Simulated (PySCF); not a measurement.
# An excited-state table with gaps

C3H7NO.
SMILES: `CN(C)C=O`

Computed with TDDFT CAM-B3LYP/def2-SVPD, vertical, gas phase, core orbitals frozen in the response (PySCF). The structure is a single GFN2-xTB conformer in the gas phase; no vibrational or solvent corrections. Torsions of this conformer, `[CH3:1][N:2]([CH3:3])[CH:4]=[O:5]`: C1–N2–C4–O5 180°.

Lowest singlets, with some entries withheld (?).

```csv
state,λ (nm),f,"main configurations (H = HOMO, L = LUMO)"
S1,213.0,0.0011,H-1→L+1 (95%)
S2,185.8,0.025,H→L (94%)
S3,175.7,0.202,"H→L+1 (78%), H-1→L (14%)"
S4,166.7,0.095,"H-1→L (62%), H-1→L+3 (17%), H→L+1 (17%)"
S5,?,0.0075,"H→L+2 (79%), H→L+3 (15%)"
S6,?,0.0021,"H→L+3 (81%), H→L+2 (15%)"
S7,?,0.047,"H-1→L+3 (45%), H-1→L+2 (35%)"
S8,?,0.018,"H-1→L+2 (44%), H-1→L+3 (25%), H-1→L (15%)"
```

Q: Supply the missing values.

A: 
- S5: λ = 159.6 nm
- S6: λ = 157.5 nm
- S7: λ = 149.9 nm
- S8: λ = 147.4 nm

Q: What is the mean static polarisability from the same response equations?

A: 50.3 au (7.45 Å³), with principal values 38.4, 51.3 and 61.1 au.

Q: How far apart are S2 and S3, in eV and cm⁻¹?

A: 7.057 − 6.673 = 0.384 eV, or about 3100 cm⁻¹.

Q: Where do the lowest triplets lie (Tamm–Dancoff)?

A: T1 5.13 eV, H→L+1 (92%); T2 5.33 eV, H-1→L+1 (94%); T3 6.57 eV, H→L (93%). E(S1) − E(T1) = +0.70 eV.
